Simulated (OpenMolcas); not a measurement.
# Exact exchange and the electronic atomisation energy of SF

SF: 2 atoms, total charge 0, spin state doublet. As SMILES, `F[S]`. Geometry: relaxed at PBE0-D4/def2-TZVP.

The electronic atomisation energy y, in eV, basis cc-pVTZ; a is the functional's share of exact exchange. Programs: OpenMolcas 26.06.

| functional | program | a | y (eV) |
| --- | --- | --- | --- |
| U-revPBE | OpenMolcas | 0 | 3.75 |
| UBLYP | OpenMolcas | 0 | 3.87 |
| UB3LYP | OpenMolcas | 0.2 | ? |
| UPBE0 | OpenMolcas | 0.25 | 3.59 |
| UBHLYP | OpenMolcas | 0.5 | 3.10 |

Task: Fit y = c + s·a to the known rows and predict UB3LYP.

Result: 
1. Means of the 4 rows: a = 0.1875, y = 3.578.
2. Σ(Δa)² = 0.17188, Σ(Δa·Δy) = -0.23563, so the slope is -0.23563/0.17188 = -1.3709.
3. Intercept: 3.578 − (-1.3709) × 0.1875 = 3.835. The largest residual of the fit is 0.098.
4. UB3LYP: 3.835 + (-1.3709) × 0.2 = 3.56 eV.

The run gave 3.62 eV, so the prediction is off by -0.06 eV, within the scatter of the fit. The rows mix families of semi-local functionals, which the line can't see.
